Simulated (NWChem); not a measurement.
System: ethylene (C₂H₄); SMILES C=C

Here is an NWChem input.

```
start job
memory heap 200 mb stack 900 mb global 1100 mb
geometry units angstroms noautoz
  C      0.000000     0.665229     0.000000
  C      0.000000    -0.665229     0.000000
  H      0.931002     1.240614     0.000000
  H     -0.931002     1.240614     0.000000
  H     -0.931002    -1.240614     0.000000
  H      0.931002    -1.240614     0.000000
end
basis spherical
  * library def2-svp
end
dft
  xc kt2
  iterations 150
  mulliken
end
task dft energy
```

Coordinates come from a PBE0/def2-SVP optimisation.

**Question.** What results follow from this input? (KT2/def2-SVP.) Quantities: energy (Ha); highest occupied level (eV); orbital gap (eV).

**Answer.** 
```
Quantity                      Value
---------------------------  ------
energy (Ha)                  -79.89
highest occupied level (eV)   -6.56
orbital gap (eV)               5.93
```
